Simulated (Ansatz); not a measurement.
Stepwise reaction of `[F][AlH][F]` with hydrogen sulfide, as a gas-phase model of exchange steps in deposition or etching. ΔE in kJ/mol; ΔG adds harmonic PBE0-D4 terms to CCSD(T)/CBS, at 1 bar.

Program: Ansatz. Geometries: PBE0-D4/def2-TZVP. ΔE: electronic, gas phase. CBS: MP2 limit from def2 TZ/QZ plus the TZ coupled-cluster correction, frozen cores. This one scheme is used for every species. Functionals use def2-TZVPP. B3LYP here is the variant with VWN-RPA as its local correlation; programs differ in this. One conformer a species, not always the lowest.

| step | reaction | PBE-D4 | B3LYP-D4 | ωB97M-V | CCSD(T)/CBS | ΔG(400 K) |
| --- | --- | --- | --- | --- | --- | --- |
| 2 | `[F][AlH][SH]` + H₂S → `[SH][AlH][SH]` + H–F | 61.5 | 74.4 | 72.4 | 68.1 | 78.4 |

(1) Give the row of step 1, `[F][AlH][F]` + H₂S → `[F][AlH][SH]` + H–F. (An estimate is asked.)

(2) By hand: ΔE of the 2 steps together at CCSD(T)/CBS.

Answers

(1) Computed: 
```json
{"step": "1", "reaction": "`[F][AlH][F]` + H₂S → `[F][AlH][SH]` + H–F", "PBE-D4": "62.9", "B3LYP-D4": "75.6", "ωB97M-V": "73.2", "CCSD(T)/CBS": "70.3", "ΔG(400 K)": "76.6"}
```

(2) (70.3) + (68.1) = 138.4 kJ/mol, or 69.2 kJ/mol a step.

In ΔE the steps differ by no more than 2.2 kJ/mol. All are uphill at CCSD(T)/CBS. ΔG lies between 76.6 and 78.4 kJ/mol a step. PBE-D4 differs from CCSD(T)/CBS by -7.4 to -6.6 kJ/mol a step. Isolated molecules leave out the surface, adducts and barriers. Largest T1 diagnostic: 0.013.
